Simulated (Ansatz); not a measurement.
This geometry of AlH6NO (9 atoms, charge 0, multiplicity 1) is a first-order saddle point.

Theory: RKS PBE0/def2-SVP in Ansatz.

```xyz
9
Properties=species:S:1:pos:R:3
Al -0.022 0.185 0.161
N -0.022 0.096 2.073
H -0.774 -0.395 2.552
H 0.840 -0.093 2.582
H 1.403 0.006 -0.519
H -1.381 -0.345 -0.488
O -0.286 2.035 0.684
H -1.111 2.506 0.525
H -0.273 1.482 1.650
```

Q: Which two structures does it join? (They come from a converged band through this point; their orientation in space is the band's.)

A: Bonds broken: O7–H9. Bonds formed: N2–H9.

Image 0:

```xyz
9
Properties=species:S:1:pos:R:3
Al -0.009 0.139 0.228
N -0.005 0.016 2.090
H -0.754 -0.486 2.561
H 0.857 -0.186 2.593
H 1.399 0.014 -0.501
H -1.388 -0.295 -0.456
O -0.284 2.083 0.650
H -1.143 2.482 0.461
H -0.300 1.711 1.594
```

Image 6:

```xyz
9
Properties=species:S:1:pos:R:3
Al -0.175 0.455 0.117
N -0.011 0.122 2.134
H -0.706 -0.515 2.524
H 0.912 -0.170 2.456
H 1.303 0.135 -0.420
H -1.378 -0.516 -0.319
O -0.567 2.128 0.452
H -0.806 2.773 -0.214
H -0.199 1.065 2.490
```

Q: How far does it lie above each of them?

A: 0.024 eV above the first and 0.813 eV above the second. This is the barrier of this one path; another mechanism may lie lower. The orbitals stay closed-shell, which can raise the energy where a bond breaks towards radicals; this wasn't checked here.

Time of the run: 110 s on 1 thread of Arm Neoverse V2 (shared host), peak memory 0.14 GiB.
